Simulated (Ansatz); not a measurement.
Input file:

```yaml
crystal:
  periodic: [false, false, false]
  atoms:
    - {symbol: Al, position_ang: [-2.576583, 0.000000, -0.000001]}
    - {symbol: H, position_ang: [-3.369506, 1.373384, -0.000002]}
    - {symbol: H, position_ang: [-3.369507, -1.373384, -0.000002]}
    - {symbol: H, position_ang: [-0.793583, 0.000000, 0.000000]}
    - {symbol: Ge, position_ang: [1.000417, 0.000000, 0.000000]}
    - {symbol: H, position_ang: [1.469085, -1.465915, 0.000001]}
    - {symbol: H, position_ang: [1.469087, 0.732957, -1.269519]}
    - {symbol: H, position_ang: [1.469086, 0.732957, 1.269520]}
basis:
  gaussian: {orbitals: cc-pVDZ}
magnetization: {spin_polarized: false, initial_magnetization: 1}
correlation: {method: ccsdt_q, electrons: outside_noble_gas}
```

```sh
$ ansatz run in.yaml --threads 2 --pin off --events-out ev --progress --plain --max-ram 16896MiB --backend cuda --devices 0, --max-vram 18GiB
```

Log:

```
1462 factors; integrals over basis functions are off by at most 2.6e-7 eV
mean field evaluation 1: about -63146.6211 eV, gradient 1.1e1 eV
mean field evaluation 2: about -63146.6241 eV, gradient 1.1e1 eV
mean field evaluation 4: about -63147.5155 eV, gradient 4.2e-1 eV
mean field evaluation 8: about -63147.5172 eV, gradient 3.7e-4 eV
mean field evaluation 16: about -63146.1585 eV, gradient 9.9e0 eV
mean field evaluation 32: about -63147.4154 eV, gradient 2.2e0 eV
mean field evaluation 64: about -63144.0698 eV, gradient 7.2e-3 eV
mean field evaluation 96: about -63147.5093 eV, gradient 8.7e-1 eV
mean field -63147.51722050 eV, -2320.6284549287 hartree, gradient 2.8e-6 eV, S^2 0.750000; 7 other end points of the search recorded, 0 dependent functions left out
mean field evaluation 128: about -63147.6310 eV, gradient 7.7e-1 eV
determinant -63147.51722050 eV, -2320.6284549287 hartree, with singles and doubles -63153.87639043 eV, -2320.8621501134 hartree
determinant -63146.84410502 eV, -2320.6037183914 hartree, with singles and doubles -63153.20379482 eV, -2320.8374326807 hartree
determinant -63144.06976814 eV, -2320.5017633914 hartree, with singles and doubles -63150.38137556 eV, -2320.7337106860 hartree
19 core orbitals not correlated: weight in the atoms' cores, before any rotation towards them, 0.999 or more for the frozen orbitals, at most 0.000 for the correlated occupied ones
reference -63147.51722050 eV, -2320.6284549287 hartree; 7, 6 occupied and 49, 50 virtual orbitals, 1462 factors
second order -4.96544648 eV of doubles, -0.06150221 eV of singles
cycle   1  -5.99517219 eV  change   -9.7e-1 eV  update   8.0e-2
cycle   2  -6.48035152 eV  change   -4.9e-1 eV  update   3.3e-2
cycle   3  -6.51180106 eV  change   -3.1e-2 eV  update   1.1e-2
cycle   4  -6.51956795 eV  change   -7.8e-3 eV  update   5.2e-3
cycle   5  -6.51881056 eV  change    7.6e-4 eV  update   1.8e-3
cycle   6  -6.51740392 eV  change    1.4e-3 eV  update   9.3e-4
cycle   7  -6.51790049 eV  change   -5.0e-4 eV  update   4.2e-4
cycle   8  -6.51826818 eV  change   -3.7e-4 eV  update   1.7e-4
cycle   9  -6.51823762 eV  change    3.1e-5 eV  update   6.9e-5
cycle  10  -6.51817890 eV  change    5.9e-5 eV  update   3.0e-5
cycle  11  -6.51817406 eV  change    4.8e-6 eV  update   1.4e-5
cycle  12  -6.51818019 eV  change   -6.1e-6 eV  update   6.0e-6
cycle  13  -6.51818774 eV  change   -7.5e-6 eV  update   2.5e-6
cycle  14  -6.51819091 eV  change   -3.2e-6 eV  update   1.1e-6
cycle  15  -6.51819093 eV  change   -2.6e-8 eV  update   5.0e-7
perturbative correction -0.00408375 eV, -0.0001500751 hartree
Total energy: -63154.03949518 eV, -2320.8681441024 hartree
```

Ran on 2 threads of AMD EPYC 7R13 with a shared H100 80 GB, shared host: 8.5 s wall, 0.92 GiB peak host memory.
